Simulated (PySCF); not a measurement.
**NOF (SMILES O=NF): wB97X-V/STO-6G**

Aim: the vertical ionisation energy of NOF at wB97X-V/STO-6G, from 2 runs. Input form: a Python script.

Program for the calculation: PySCF 2.14.0.

13 further runs of the same task are left out: 4 that didn't finish, 9 set aside as unsound or not needed.

### 1 The molecule

The species is NOF (3 atoms), meant as a singlet with charge 0. As SMILES, `O=NF`. The shape is that of a PBE0-D4/def2-TZVP optimisation.

Bond lengths: O1–N2 1.127 Å, N2–F3 1.483 Å. Angles: O1–N2–F3 110.4°.

### 2 The energy at wB97X-V/STO-6G

Contents of run.py:

```python
from pyscf import gto, dft

system = gto.M(
    atom='''
O      0.868350     0.242970     0.504740
N      0.148930    -0.482540     0.029910
F     -1.017290     0.239580    -0.534650
''',
    charge=0,
    verbose=3,
    max_memory=1860,
    basis='sto-6g',
    spin=0,
)

ks = dft.RKS(system, xc='wb97x-v')
ks.nlcgrids.level = 1
ks.conv_tol = 1e-10
ks.grids.level = 5
ks.kernel()
if not ks.converged:
    ks = ks.newton().run(ks.mo_coeff, ks.mo_occ)

energy = ks.e_tot
print('E = %.10f Eh' % energy)
```

Started as:

```bash
OMP_NUM_THREADS=1 python run.py
```

Log:

```text
converged SCF energy = -228.614809799093
E = -228.6148097991 Eh
```

Run time: 12 s. Hardware: 1 thread of Arm Neoverse V1, shared host; peak memory 0.18 GiB.

### 3 The doublet cation, same level

Contents of calc.py:

```python
from pyscf import gto, dft

system = gto.M(
    atom='''
O      1.640944     0.459147     0.953820
N      0.281437    -0.911868     0.056522
F     -1.922399     0.452741    -1.010342
''',
    basis='sto-6g',
    verbose=4,
    max_memory=1860,
    spin=1,
    unit='bohr',
    charge=1,
)

ks = dft.UKS(system, xc='wb97x-v')
ks.nlcgrids.level = 1
ks.grids.level = 5
ks.conv_tol = 1e-10
ks.kernel()
if not ks.converged:
    ks = ks.newton().run(ks.mo_coeff, ks.mo_occ)

e_final = ks.e_tot
print('E = %.10f Eh' % e_final)
```

Started as:

```bash
OMP_NUM_THREADS=1 python calc.py
```

Log:

```text
PySCF version 2.14.0

[INPUT] num. atoms = 3
[INPUT] num. electrons = 23
[INPUT] charge = 1
[INPUT] spin (= nelec alpha-beta = 2S) = 1
[INPUT] symmetry False subgroup None
[INPUT] Mole.unit = bohr
[INPUT] Symbol           X                Y                Z      unit          X                Y                Z       unit  Magmom
[INPUT]  1 O      0.868350169196   0.242970128862   0.504739807320 AA    1.640944000000   0.459147000000   0.953820000000 Bohr   0.0
[INPUT]  2 N      0.148930046710  -0.482539764967   0.029910154316 AA    0.281437000000  -0.911868000000   0.056522000000 Bohr   0.0
[INPUT]  3 F     -1.017289741095   0.239580219649  -0.534649961635 AA   -1.922399000000   0.452741000000  -1.010342000000 Bohr   0.0

nuclear repulsion = 66.4729284466303
number of shells = 9
number of NR pGTOs = 90
number of NR cGTOs = 15
basis = sto-6g
ecp = {}

[... 114 lines left out ...]
converged SCF energy = -228.243059957741  <S^2> = 0.77353466  2S+1 = 2.0233978
E = -228.2430599577 Eh
```

Wall time 21 s (1 thread of Arm Neoverse V1, shared host); peak memory 0.18 GiB.

### 4 Results

At wB97X-V/STO-6G:

| quantity | value |
| --- | --- |
| singlet NOF: total energy | -228.61481 Eh |
| singlet NOF: dipole moment | 0.33 D |
| singlet NOF: HOMO energy | -7.96 eV |
| singlet NOF: LUMO energy | 2.89 eV |
| singlet NOF: HOMO–LUMO gap | 10.86 eV |
| doublet cation: total energy | -228.24306 Eh |
| doublet cation: HOMO energy (highest over α and β) | -21.62 eV |
| doublet cation: LUMO energy (lowest over α and β) | -12.20 eV |
| doublet cation: ⟨S²⟩ | 0.774 |
| vertical ionisation energy (to the doublet cation) | 10.116 eV |

What this shows: Removing an electron at fixed nuclei costs 10.12 eV (233 kcal/mol). −ε(HOMO) before ionisation, 7.96 eV, is 2.15 eV below this ionisation energy. In a minimal basis such a difference can be off by several eV, whatever the method. Mulliken charges (singlet NOF) run from -0.06 on F3 to +0.12 on N2.
